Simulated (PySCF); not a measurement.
Isomerisation enthalpies of C5H12O

**What was measured.**

CRC Handbook of Chemistry and Physics lists, for the gas at 298.15 K: enthalpy of formation of `CCCCCO` -294.6 kJ/mol; enthalpy of formation of `CCCCOC` (n-BuOMe) -258.1 kJ/mol.

The results are set against them at the end.

Differences of these values give the isomerisation enthalpies. Geometries: PBE0-D3(BJ)/def2-TZVP; runs in PySCF, gas phase, with a dispersion term only where the level names one. Total electronic energies (Eh):

| SMILES | PBE0-D3(BJ)/def2-TZVP | B97-2/pcSseg-2 | KT3/pcSseg-2 | PBE0/pcSseg-2 |
| --- | --- | --- | --- | --- |
| CCCCCO | -272.76636 | -272.98964 | -277.29297 | -272.75999 |
| CCCCOC | -272.75156 | -272.97336 | -277.27729 | -272.74360 |

Geometry of `CCCCCO` (Å):
```
atom  x, y, z in Å
C1     2.7254    0.3176    0.4267
C2     1.3788    0.7222   -0.1465
C3     0.2695   -0.2596    0.1943
C4    -1.0820    0.1377   -0.3741
C5    -2.1774   -0.8526   -0.0342
O6    -3.4260   -0.5209   -0.6052
H7     3.0354   -0.6610    0.0495
H8     2.6852    0.2514    1.5175
H9     3.5057    1.0361    0.1662
H10    1.1042    1.7170    0.2229
H11    1.4537    0.8147   -1.2359
H12    0.1957   -0.3557    1.2848
H13    0.5423   -1.2549   -0.1781
H14   -1.0209    0.2331   -1.4635
H15   -1.3613    1.1281    0.0104
H16   -1.9249   -1.8398   -0.4308
H17   -2.2607   -0.9567    1.0578
H18   -3.6728    0.3544   -0.2960
```

Geometry of `CCCCOC` (Å):
```
atom  x, y, z in Å
C1    -2.4251    0.7687   -0.3655
C2    -1.2399   -0.0532    0.1084
C3    -0.2726   -0.3941   -1.0125
C4     0.9279   -1.2004   -0.5465
O5     1.6936   -0.5732    0.4551
C6     2.4258    0.5293   -0.0019
H7    -2.9928    0.2382   -1.1355
H8    -3.1100    0.9957    0.4544
H9    -2.0979    1.7192   -0.7966
H10   -0.7011    0.4843    0.8943
H11   -1.5932   -0.9828    0.5697
H12   -0.7867   -0.9792   -1.7847
H13    0.0604    0.5257   -1.5071
H14    0.5893   -2.1423   -0.1060
H15    1.5706   -1.4461   -1.4062
H16    3.0890    0.8368    0.8072
H17    1.7849    1.3797   -0.2673
H18    3.0348    0.2689   -0.8795
```

Zero-point and thermal terms are left out, so the computed numbers are electronic energies.

## Comparison

Relative to `CCCCCO`, the lowest by measurement, in kJ/mol (measured: enthalpies at 298.15 K; computed: electronic energies):

| SMILES | measured | PBE0-D3(BJ)/def2-TZVP | B97-2/pcSseg-2 | KT3/pcSseg-2 | PBE0/pcSseg-2 |
| --- | --- | --- | --- | --- | --- |
| CCCCCO | 0.0 | 0.0 | 0.0 | 0.0 | 0.0 |
| CCCCOC | 36.5 | 38.9 | 42.7 | 41.2 | 43.0 |

Measured values: -294.6 kJ/mol (298.15 K; CRC Handbook of Chemistry and Physics) for the first row; the others come from the same table. Unsigned miss: PBE0-D3(BJ)/def2-TZVP 2.4, KT3/pcSseg-2 4.7, B97-2/pcSseg-2 6.2, PBE0/pcSseg-2 6.5 kJ/mol. One conformer stands for `CCCCCO` and `CCCCOC`, not necessarily the lowest, while the measurement averages over conformers. Where a level misses, the cause wasn't examined.
